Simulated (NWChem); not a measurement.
**NS (Mononitrogen monosulfide) at 4 levels**

Aim: a comparison of 4 runs (UTPSSh/pcseg-1, UTPSSh/pcseg-0, UTPSSh/pcseg-2, UTPSSh/pcseg-3) of NS (Mononitrogen monosulfide). 

Program for the calculation: NWChem 7.3.0.

2 further runs of the same task are left out: 2 that didn't finish.

### 1 The system as given

The species is NS (2 atoms), meant as a doublet with charge 0. As SMILES, `[N]=S`. The coordinates come from a PBE0-D4/def2-TZVP relaxation.

Bond lengths: N1–S2 1.486 Å.

### 2 Energy and gradient at UTPSSh/pcseg-1 (run 1)

File ns.xyz:

```xyz
2
Mononitrogen monosulfide
N      0.000000     0.000000    -0.011220
S      0.000000     0.000000     1.474400
```

File ns.nw:

```
echo
start ns
title "Mononitrogen monosulfide"
memory 2200 mb

geometry noautosym nocenter noautoz
load format xyz ns.xyz
end

basis spherical bse
* library pcseg-1
end

dft
xc xctpssh
mult 2
grid fine
convergence energy 1e-08
maxiter 100
mulliken
print low
end

task dft gradient
```

The run is started by

```sh
$ nwchem ns.nw > ns.out
```

Standard output:

```text
[...]
 d= 0,ls=0.0,diis     1   -452.8198399980 -4.93D+02  1.42D-02  5.08D-02     0.3
[...]
 d= 0,ls=0.0,diis    12   -452.8500661007 -5.25D-10  2.95D-07  9.87D-11     2.7
[...]
         Total DFT energy =     -452.850066100663
      One electron energy =     -702.745331014826
           Coulomb energy =      242.522920345212
    Exchange-Corr. energy =      -32.522010574334
 Nuclear repulsion energy =       39.894355143284
[...]
      Total Density - Mulliken Population Analysis
     ---------------------------------------------
    Atom       Charge   Shell Charges
 -----------   ------   -------------------------------------------------------
    1 N    7     7.22   2.00  0.95  0.90  2.14  1.20  0.03
    2 S   16    15.78   2.00  1.99  1.26  0.64  5.98  3.06  0.70  0.13
[...]
      <S2> =      0.7551 (Exact =     0.7500)
                         DFT ENERGY GRADIENTS
    atom               coordinates                        gradient
                 x          y          z           x          y          z
   1 N       0.000000   0.000000  -0.021203    0.000000  -0.000000   0.036320
   2 S       0.000000   0.000000   2.786212   -0.000000   0.000000  -0.036320
 Task  times  cpu:        3.1s     wall:        3.1s
 Total times  cpu:        3.1s     wall:        3.1s
```

Run time: 3.9 s. Hardware: 1 thread of Intel Xeon 6975P-C (Granite Rapids), shared host; peak memory 0.1 GiB.

### 3 Energy and forces at UTPSSh/pcseg-0 (run 2)

File ns.nw:

```
echo
start ns
memory 2200 mb
charge 0

geometry noautosym nocenter noautoz
N      0.000000     0.000000    -0.011220
S      0.000000     0.000000     1.474400
end

basis spherical bse
* library pcseg-0
end

dft
xc xctpssh
mult 2
grid fine
convergence energy 1e-08
iterations 100
mulliken
noprint "final vectors analysis"
end

task dft gradient
```

The run is started by

```sh
$ nwchem ns.nw > ns.out
```

Standard output:

```text
[...]
          Wavefunction type:  spin polarized.
          No. of atoms     :     2
          No. of electrons :    23
[...]
          Charge           :     0
          Spin multiplicity:     2
[...]
          AO basis - number of functions:    22
[...]
              XC Information
              --------------
                  TPSS hybrid Method XC Functional
                     Hartree-Fock (Exact) Exchange  0.100
                  TPSS metaGGA Exchange Functional  0.900
             TPSS03 metaGGA Correlation Functional  1.000
[...]
 d= 0,ls=0.0,diis     1   -452.1794705863 -4.92D+02  2.05D-02  6.34D-02     0.2
[...]
 d= 0,ls=0.0,diis    11   -452.2117150587 -9.41D-09  2.36D-06  7.06D-10     1.5
[...]
         Total DFT energy =     -452.211715058742
      One electron energy =     -701.337757559588
           Coulomb energy =      241.681088171713
    Exchange-Corr. energy =      -32.449400814151
 Nuclear repulsion energy =       39.894355143284
[...]
      Total Density - Mulliken Population Analysis
     ---------------------------------------------
    Atom       Charge   Shell Charges
 -----------   ------   -------------------------------------------------------
    1 N    7     7.50   1.99  1.03  1.05  1.50  1.94
    2 S   16    15.50   2.00  2.00  1.18  0.70  5.87  1.65  2.11
[...]
      <S2> =      0.7533 (Exact =     0.7500)
[...]
  wavefunction    = open shell
                         DFT ENERGY GRADIENTS
    atom               coordinates                        gradient
                 x          y          z           x          y          z
   1 N       0.000000   0.000000  -0.021203   -0.000000  -0.000000   0.130538
   2 S       0.000000   0.000000   2.786212    0.000000   0.000000  -0.130538
[...]
```

It took 2.3 s on 1 thread of Intel Xeon 6975P-C (Granite Rapids), shared host; peak memory 0.11 GiB.

Run 3 isn't shown in full; the table further down has it.

### 4 Energy and forces at UTPSSh/pcseg-3 (run 4)

File work.nw:

```
start work
title "NS gradient"
memory 2200 mb
geometry units angstroms noautosym nocenter noautoz
  N     0.000000    0.000000   -0.011220
  S     0.000000    0.000000    1.474400
end
basis spherical bse
  * library pcseg-3
end
dft
  xc xctpssh
  mult 2
  grid fine
  convergence energy 1e-08
  maxiter 100
  mulliken
  noprint "final vectors analysis"
end
task dft gradient
```

The run is started by

```sh
$ nwchem work.nw > work.out
```

Standard output:

```text
[...]
          Wavefunction type:  spin polarized.
          No. of atoms     :     2
          No. of electrons :    23
[...]
          Charge           :     0
          Spin multiplicity:     2
[...]
          AO basis - number of functions:   124
[...]
              XC Information
              --------------
                  TPSS hybrid Method XC Functional
                     Hartree-Fock (Exact) Exchange  0.100
                  TPSS metaGGA Exchange Functional  0.900
             TPSS03 metaGGA Correlation Functional  1.000
[...]
 d= 0,ls=0.0,diis     1   -452.9007886104 -4.93D+02  2.71D-03  9.37D-02     4.3
[...]
 d= 0,ls=0.0,diis    13   -452.9336578451 -3.21D-09  9.00D-08  2.21D-10    43.3
[...]
         Total DFT energy =     -452.933657845071
      One electron energy =     -702.906775813147
           Coulomb energy =      242.610607119088
    Exchange-Corr. energy =      -32.531844294296
 Nuclear repulsion energy =       39.894355143284
[...]
      Total Density - Mulliken Population Analysis
     ---------------------------------------------
    Atom       Charge   Shell Charges
 -----------   ------   -------------------------------------------------------
    1 N    7     7.19   0.93  1.05  0.49  1.03  0.31  1.33  1.20  0.70  0.10  0.00  0.01  0.03  0.02  0.00  0.00  0.00
    2 S   16    15.81   2.00  1.32  0.58  0.32  1.20  0.49  5.86  0.56  1.72  1.35  0.19  0.00  0.01  0.08  0.11  0.00  0.02  0.00
[...]
      <S2> =      0.7575 (Exact =     0.7500)
[...]
  wavefunction    = open shell
                         DFT ENERGY GRADIENTS
    atom               coordinates                        gradient
                 x          y          z           x          y          z
   1 N       0.000000   0.000000  -0.021203    0.000000   0.000000   0.008331
   2 S       0.000000   0.000000   2.786212   -0.000000  -0.000000  -0.008331
[...]
```

Wall time 61 s (1 thread of Intel Xeon 6975P-C (Granite Rapids), shared host); peak memory 0.14 GiB.

### 5 All runs side by side

```tsv
run	level	energy (Eh)	⟨S²⟩	largest force (eV/Å)	wall time
1	UTPSSh/pcseg-1	-452.850066	0.755	1.868	3.9 s
2	UTPSSh/pcseg-0	-452.211715	0.753	6.713	2.3 s
3	UTPSSh/pcseg-2	-452.921658	0.756	0.777	12 s
4	UTPSSh/pcseg-3	-452.933658	0.757	0.428	61 s
```

Convergence of the total energy of doublet NS with the basis set, against the last point:

```tsv
basis set	from the last (mEh)	wall time
pcseg-1	+83.592	3.9 s
pcseg-0	+721.943	2.3 s
pcseg-2	+12.000	12 s
pcseg-3	+0.000	61 s
```

Convergence of the largest force on an atom of doublet NS with the basis set, against the last point:

```tsv
basis set	from the last (eV/Å)	wall time
pcseg-1	+1.43925	3.9 s
pcseg-0	+6.28414	2.3 s
pcseg-2	+0.34890	12 s
pcseg-3	+0.00000	61 s
```

### 6 What came out

| quantity | value |
| --- | --- |
| run 4: total energy | -452.93366 Eh |
| run 4: dipole moment | 1.78 D |
| run 4: ⟨S²⟩ | 0.757 |
| run 4: largest force on an atom | 0.428 eV/Å |

What this shows: Over runs 2, 3, 4 the dipole moment (its size) runs from 1.69 D (UTPSSh/pcseg-0) to 1.83 D (UTPSSh/pcseg-2). All runs together took 79 s, the longest 61 s.
